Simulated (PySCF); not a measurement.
**Excitation energies in several basis sets**

Species: 2-methyl-2-butene, C5H10.
Geometry (PBE0-D3(BJ)/def2-SVP, Å), atoms numbered from 1 in this order:
```xyz
15
C5H10 angstrom
C      1.9749   -0.5248   -0.5440
C      0.7466    0.3172   -0.6502
C     -0.4047    0.1985    0.0314
C     -0.6761   -0.8552    1.0638
C     -1.5406    1.1510   -0.2049
H      2.2531   -0.9428   -1.5261
H      1.8642   -1.3648    0.1553
H      2.8372    0.0767   -0.2087
H      0.8070    1.1381   -1.3763
H     -1.5540   -1.4600    0.7784
H     -0.9216   -0.3932    2.0355
H      0.1680   -1.5386    1.2206
H     -1.3047    1.8861   -0.9874
H     -2.4555    0.6109   -0.5044
H     -1.7939    1.7018    0.7177
```

TDDFT with PBE0 (PySCF), vertical singlets, core orbitals frozen in the response, spherical d and f functions. Isolated species at its PBE0-D3(BJ)/def2-SVP geometry, gas phase.

```json
{"basis": "6-31G*", "functions": "90", "diffuse": "no", "S1 (eV)": "7.39", "S2 (eV)": "8.05", "S3 (eV)": "8.45", "S4 (eV)": "8.64", "S5 (eV)": "8.82", "LUMO (eV)": "1.19", "α (au)": "54.8"}
{"basis": "def2-SVP", "functions": "120", "diffuse": "no", "S1 (eV)": "7.24", "S2 (eV)": "7.26", "S3 (eV)": "7.96", "S4 (eV)": "8.01", "S5 (eV)": "8.34", "LUMO (eV)": "0.93", "α (au)": "57.3"}
{"basis": "def2-SVPD", "functions": "180", "diffuse": "yes", "S1 (eV)": "6.21", "S2 (eV)": "6.95", "S3 (eV)": "7.02", "S4 (eV)": "7.12", "S5 (eV)": "7.87", "LUMO (eV)": "0.74", "α (au)": "65.1"}
{"basis": "def2-TZVP", "functions": "215", "diffuse": "no", "S1 (eV)": "6.67", "S2 (eV)": "7.02", "S3 (eV)": "7.38", "S4 (eV)": "7.61", "S5 (eV)": "8.20", "LUMO (eV)": "0.77", "α (au)": "63.9"}
```

Problem. Compare the sets with the largest diffuse one.

Solution. States are compared by their number. Against the only diffuse basis here (def2-SVPD, itself not a converged limit), sets without diffuse functions differ by up to 1.18 eV in S1 and 0.95 eV in S5. Every set without diffuse functions puts S1 more than 0.3 eV higher, so even the lowest state needs them here. State by state, the largest deviation of a set without diffuse functions is S1 1.18, S2 1.10, S3 1.43, S4 1.52, S5 0.95 eV. The same number needn't mean the same state in each row. Against def2-SVPD the polarisability deviates by -16% in 6-31G*, -12% in def2-SVP, -2% in def2-TZVP.
